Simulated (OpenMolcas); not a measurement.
# HCl (hydrogen chloride): a chain of runs

Wanted: a series of 15 runs (HF/ANO-R0, CASSCF(8,5)/ANO-R2, CASPT2(8,5)/ANO-R2, MRCI(8,5)/ANO-R2, CASPT2[IPEA 0](8,5)/ANO-R2, MC-PDFT[trevPBE](8,5)/ANO-R2, PC-NEVPT2(8,5)/ANO-R2, RASPT2(8,5)/ANO-R2, and more) of ClH. 

The calculation is run with OpenMolcas 26.06.

1 further run of the same task is left out (it didn't finish).

### Step 1. The system as given

The species is HCl (2 atoms), meant as a singlet with charge 0. SMILES: `Cl`. The coordinates come from a PBE0-D4/def2-TZVP relaxation.

Bond lengths: Cl1–H2 1.279 Å.

### Step 2. A single-point energy at HF/ANO-R0 (sfX2C) (run 1)

The input, step1.input:

```
* ClH Hartree-Fock
>>> EXPORT MOLCAS_PRINT=2

&GATEWAY
 Coord
 2
 angstrom
 Cl       0.546000      -0.178500       0.280800
 H       -0.546000       0.178500      -0.280800
 Basis=ANO-R0
 Group=NoSym

&SEWARD

&SCF
 PrOrbitals=1
```

Launch:

```sh
$ export MOLCAS_MEM=1860
$ pymolcas step1.input > step1.log
```

Output:

```text
--- Start Module: gateway ---
[...]
--- Stop Module: gateway /rc=_RC_ALL_IS_WELL_ ---
--- Start Module: seward ---
[...]
      Basis functions           10
--- Stop Module: seward /rc=_RC_ALL_IS_WELL_ ---
[...]
--- Start Module: scf ---
[...]
       Convergence after   6 Iterations
[...]
::    Total SCF energy                               -461.3424879857
[...]
      Total spin, S                                     0.0000000000
[...]
      Total electronic charge=   18.000000
      Total            charge=   -0.000000
[...]
      Dipole Moment (debye):
      Origin of the operator (angstrom)=    0.5154   -0.1685    0.2651
                   X= -1.2843E+00               Y=  4.1988E-01               Z= -6.6051E-01           Total=  1.5040E+00
      Quadrupole Moment (debye*angstrom):
[...]
--- Stop Module: scf /rc=_RC_ALL_IS_WELL_ ---
[...]
```

Wall time 2.7 s (1 thread of Intel Xeon Platinum 8259CL at 2.50GHz (Skylake/Cascade Lake), shared host); peak memory 0.41 GiB.

### Step 3. The vertical excitations at CASSCF(8,5)/ANO-R2 (sfX2C, 2 states averaged) (run 2)

The input, step2.inp:

```
&GATEWAY
Coord
2
angstrom
Cl       0.546000      -0.178500       0.280800
H       -0.546000       0.178500      -0.280800
Basis=ANO-R0
Group=NoSym
&SEWARD
&RASSCF
FileOrb=$CurrDir/step1.ScfOrb
Spin=1
Nactel=8 0 0
Inactive=5
Ras2=5
CIRoot=2 2 1
OrbListing=Nothing
>>> COPY $Project.RunFile RUNFIL1
>>> COPY $Project.RasOrb INPORB
&GATEWAY
Coord
2
angstrom
Cl       0.546000      -0.178500       0.280800
H       -0.546000       0.178500      -0.280800
Basis=ANO-R2
Group=NoSym
&SEWARD
>>> COPY $Project.RunFile RUNFIL2
&EXPBAS
&RASSCF
FileOrb=$Project.ExpOrb
Spin=1
Nactel=8 0 0
Inactive=5
Ras2=5
CIRoot=2 2 1
OrbListing=Nothing
OrbAppear=Compact
```

Launch:

```sh
$ export MOLCAS_MEM=1860
$ pymolcas step2.inp > step2.log
```

Output:

```text
--- Start Module: gateway ---
[...]
--- Stop Module: gateway /rc=_RC_ALL_IS_WELL_ ---
[...]
      Basis functions           10
[...]
      Number of active orbitals                  5
[...]
      Spin quantum number                      0.0
[...]
      Active orbitals                            5
[...]
      Number of CSFs                            15
[...]
      Number of root(s) required                 2
[...]
      Convergence after  4 iterations
[...]
      printout of CI-coefficients larger than  0.05 for root  1
      energy=    -461.352764
      conf/sym  11111     Coeff  Weight
             1  22220  -0.99020 0.98049
             7  2u22d   0.10079 0.01016
            13  20222   0.09128 0.00833
[...]
      Natural orbitals and occupation numbers for root  1
      sym 1:   1.999184   1.981576   1.999397   1.999396   0.020448
      Natural orbitals and occupation numbers for root  2
      sym 1:   2.000000   2.000000   1.000000   2.000000   1.000000
      ************************************************************************************************************************
      *                                                    Final results                                                     *
[...]
::    RASSCF root number  1 Total energy:   -461.35276372
::    RASSCF root number  2 Total energy:   -461.10339874
[...]
      Basis functions           53
[...]
--- Start Module: expbas ---
[...]
--- Stop Module: expbas /rc=_RC_ALL_IS_WELL_ ---
--- Start Module: rasscf ---
[...]
      Convergence after 12 iterations
[...]
      Natural orbitals and occupation numbers for root  1
      sym 1:   1.999644   1.990493   1.999685   1.999437   0.010741
      Natural orbitals and occupation numbers for root  2
      sym 1:   2.000000   2.000000   1.000000   2.000000   1.000000
      ************************************************************************************************************************
      *                                                    Final results                                                     *
[...]
::    RASSCF root number  1 Total energy:   -461.52433976
::    RASSCF root number  2 Total energy:   -461.23724001
[...]
      Total electronic charge=   18.000000
      Total            charge=   -0.000000
[...]
      Dipole Moment (debye):
      Origin of the operator (angstrom)=    0.5154   -0.1685    0.2651
                   X=  2.5401E+00               Y= -8.3041E-01               Z=  1.3063E+00           Total=  2.9746E+00
      Quadrupole Moment (debye*angstrom):
[...]
--- Stop Module: rasscf /rc=_RC_ALL_IS_WELL_ ---
[...]
```

Run time: 8.4 s. Hardware: 1 thread of Intel Xeon Platinum 8259CL at 2.50GHz (Skylake/Cascade Lake), shared host; peak memory 0.41 GiB.

Runs 3 to 10 aren't shown in full; the table further down has their settings and results.

### Step 4. The excited states at CASPT2(8,5)/ANO-R2 (sfX2C, ipea shift 0.25 Eh, pt2 variant XMS, real shift 0.1 Eh, 2 states averaged) (run 11)

The input, step11.inp:

```
* ClH CASPT2
>>> EXPORT MOLCAS_PRINT=2

&GATEWAY
 Coord
 2
 angstrom
 Cl       0.546000      -0.178500       0.280800
 H       -0.546000       0.178500      -0.280800
 Basis=ANO-R2
 Group=NoSym

&SEWARD

&RASSCF
 FileOrb=$CurrDir/step2.RasOrb
 Spin=1
 Nactel=8 0 0
 Inactive=5
 Ras2=5
 CIRoot=2 2 1
 OrbListing=Nothing
 OrbAppear=Compact

&CASPT2
 XMultistate=all
 Shift=0.1

&RASSI
 NrOfJobIphs=1 all
 IphNames
 JOBMIX
 EJob
```

Launch:

```sh
$ export MOLCAS_MEM=1860
$ pymolcas step11.inp > step11.log
```

Output:

```text
--- Start Module: gateway ---
[...]
--- Stop Module: gateway /rc=_RC_ALL_IS_WELL_ ---
[...]
      Basis functions           53
[...]
      Number of active orbitals                  5
[...]
      Spin quantum number                      0.0
[...]
      Active orbitals                            5
[...]
      Number of CSFs                            15
[...]
      Number of root(s) required                 2
[...]
      Convergence after  4 iterations
[...]
      printout of CI-coefficients larger than  0.05 for root  1
      energy=    -461.524339
      conf/sym  11111     Coeff  Weight
             1  22220  -0.99361 0.98727
             7  2u22d   0.08846 0.00783
            13  20222   0.06429 0.00413
[...]
      Natural orbitals and occupation numbers for root  1
      sym 1:   1.999644   1.990493   1.999685   1.999437   0.010741
      Natural orbitals and occupation numbers for root  2
      sym 1:   2.000000   2.000000   1.000000   2.000000   1.000000
      ************************************************************************************************************************
      *                                                    Final results                                                     *
[...]
::    RASSCF root number  1 Total energy:   -461.52433940
::    RASSCF root number  2 Total energy:   -461.23724037
[...]
      Total electronic charge=   18.000000
      Total            charge=   -0.000000
[...]
      Dipole Moment (debye):
      Origin of the operator (angstrom)=    0.5154   -0.1685    0.2651
                   X=  2.5404E+00               Y= -8.3050E-01               Z=  1.3065E+00           Total=  2.9749E+00
      Quadrupole Moment (debye*angstrom):
[...]
--- Start Module: caspt2 ---
[...]
::    XMS-CASPT2 Root  1     Total energy:   -461.73059065
::    XMS-CASPT2 Root  2     Total energy:   -461.43530461
[...]
--- Stop Module: caspt2 /rc=_RC_ALL_IS_WELL_ ---
--- Start Module: rassi ---
[...]
 ###    WARNING: EJOB used when HEFF is available, possible                  ###
 ###    extra interaction between states is ignored!                         ###
 ###############################################################################
[...]
::    RASSI State    1     Total energy:    -461.73059065206007
::    RASSI State    2     Total energy:    -461.43530461011301
[...]
  SPIN-FREE ENERGIES:
  (Shifted by EMIN (a.u.) =       -461.7305906521)
 SF State       Relative EMIN(au)   Rel lowest level(eV)    D:o, cm**(-1)
     1             0.0000000000        0.0000000000              0.0000
     2             0.2952860419        8.0351425405          64807.7952
[...]
--- Stop Module: rassi /rc=_RC_ALL_IS_WELL_ ---
[...]
```

Wall time 6 s (1 thread of Intel Xeon Platinum 8259CL at 2.50GHz (Skylake/Cascade Lake), shared host); peak memory 0.39 GiB.

Runs 12 to 14 aren't shown in full; the table further down has their settings and results.

### Step 5. The vertical excitations at MC-PDFT[tPBE](8,5)/ANO-R2 (sfX2C, 2 states averaged) (run 15)

The input, step15.inp:

```
* ClH MC-PDFT

&GATEWAY
  Coord
  2
  angstrom
  Cl       0.546000      -0.178500       0.280800
  H       -0.546000       0.178500      -0.280800
  Basis=ANO-R2
  Group=NoSym

&SEWARD

&RASSCF
  FileOrb=$CurrDir/step2.RasOrb
  Spin=1
  Nactel=8 0 0
  Inactive=5
  Ras2=5
  CIRoot=2 2 1
  OrbListing=Nothing
  OrbAppear=Compact
  CMSI

&MCPDFT
  KSDFT=T:PBE
  MSPDFT
```

Launch:

```sh
$ export MOLCAS_MEM=1860
$ pymolcas step15.inp > step15.log
```

Output:

```text
--- Start Module: gateway ---
[...]
--- Stop Module: gateway /rc=_RC_ALL_IS_WELL_ ---
[...]
      Basis functions           53
[...]
--- Start Module: rasscf ---
[...]
      Number of active orbitals                  5
[...]
      Spin quantum number                      0.0
[...]
      Active orbitals                            5
[...]
      Number of CSFs                            15
[...]
      Number of root(s) required                 2
[...]
      Convergence after  4 iterations
[...]
      printout of CI-coefficients larger than  0.05 for root  1
      energy=    -461.524339
      conf/sym  11111     Coeff  Weight
             1  22220  -0.99361 0.98727
             7  2u22d   0.08846 0.00783
            13  20222   0.06429 0.00413
[...]
      Natural orbitals and occupation numbers for root  1
      sym 1:   1.999644   1.990493   1.999685   1.999437   0.010741
      Natural orbitals and occupation numbers for root  2
      sym 1:   2.000000   2.000000   1.000000   2.000000   1.000000
      ************************************************************************************************************************
      *                                                    Final results                                                     *
[...]
::    RASSCF root number  1 Total energy:   -461.52433940
::    RASSCF root number  2 Total energy:   -461.23724037
[...]
      Total electronic charge=   18.000000
      Total            charge=   -0.000000
[...]
      Dipole Moment (debye):
      Origin of the operator (angstrom)=    0.5154   -0.1685    0.2651
                   X=  2.5404E+00               Y= -8.3050E-01               Z=  1.3065E+00           Total=  2.9749E+00
      Quadrupole Moment (debye*angstrom):
[...]
--- Stop Module: rasscf /rc=_RC_ALL_IS_WELL_ ---
[...]
--- Start Module: mcpdft ---
[...]
 ###    WARNING: Deprecation warning: KSDF should be replaced                ###
 ###    with FUNC keyword                                                    ###
 ###############################################################################
[...]
::    MSPDFT root number  1 Total energy:   -462.05290272
::    MSPDFT root number  2 Total energy:   -461.76210715
[...]
--- Stop Module: mcpdft /rc=_RC_ALL_IS_WELL_ ---
[...]
```

Run time: 6 s. Hardware: 1 thread of Intel Xeon Platinum 8259CL at 2.50GHz (Skylake/Cascade Lake), shared host; peak memory 0.39 GiB.

### Step 6. All runs side by side

```tsv
run	level	task	active rule	partner	energy (Eh)	dipole moment (D) of the reference	wall time
1	HF/ANO-R0 (sfX2C)	energy	–	base	-461.342488	1.50	2.7 s
2	CASSCF(8,5)/ANO-R2 (sfX2C, 2 states averaged)	excited	full valence	base	-461.524340	1.17	8.4 s
3	CASSCF(8,5)/ANO-R2 (sfX2C, 2 states averaged, second multiplicity 3, second roots 1)	spin-orbit	full valence	base	-461.524339	–	8.1 s
4	CASPT2(8,5)/ANO-R2 (sfX2C, ipea shift 0.25 Eh, pt2 variant XMS, real shift 0.1 Eh, 2 states averaged)	excited	full valence	base	-461.730591	1.17	5.4 s
5	MRCI(8,5)/ANO-R2 (sfX2C, 2 states averaged)	excited	full valence	base	-461.736976	1.17	8.1 s
6	CASPT2[IPEA 0](8,5)/ANO-R2 (sfX2C, ipea shift 0 Eh, pt2 variant SS, 2 states averaged, sigma1 shift 0.2)	excited	full valence	rattled	-461.722128	1.14	6.3 s
7	CASSCF(8,5)/ANO-R2 (sfX2C, root 2, 2 states averaged)	gradient	full valence	base	-461.237240	–	9.3 s
8	CASPT2[IPEA 0](8,5)/ANO-R2 (sfX2C, ipea shift 0 Eh, pt2 variant MS, 2 states averaged)	excited	full valence	base	-461.725800	1.17	5.4 s
9	CASSCF(8,5)/ANO-R2 (sfX2C, 2 states averaged, root 2)	optimise	full valence	base	not converged	–	4 min
10	MC-PDFT[trevPBE](8,5)/ANO-R2 (sfX2C, 2 states averaged)	excited	full valence	base	-462.163509	1.17	7.2 s
11	CASPT2(8,5)/ANO-R2 (sfX2C, ipea shift 0.25 Eh, pt2 variant XMS, real shift 0.1 Eh, 2 states averaged)	excited	full valence	base	-461.730591	1.17	6 s
12	PC-NEVPT2(8,5)/ANO-R2 (sfX2C, pt2 variant QD-PC-NEVPT2, 2 states averaged)	excited	full valence	triplet	-461.431806	2.69	6.9 s
13	CASSCF(8,5)/ANO-R2 (sfX2C)	frequencies	full valence	base	-461.540143	1.14	1.9 min
14	RASPT2(8,5)/ANO-R2 (sfX2C, ipea shift 0.25 Eh, pt2 variant SS, 2 states averaged)	excited	full valence	base	-461.725316	1.17	5.1 s
15	MC-PDFT[tPBE](8,5)/ANO-R2 (sfX2C, 2 states averaged)	excited	full valence	base	-462.052903	–	6 s
```

### Step 7. What came out

```
                                                                            quantity          value
                  run 15, MC-PDFT[tPBE](8,5)/ANO-R2: energy of the lowest of 2 roots  -462.05290 Eh
run 15, MC-PDFT[tPBE](8,5)/ANO-R2: lowest excitation energy within this active space        7.91 eV
```

In words: In run 1 the basis is minimal, so the values are rough. All runs together took 7.4 min, the longest 4 min. 1 of the 15 runs did not end normally.
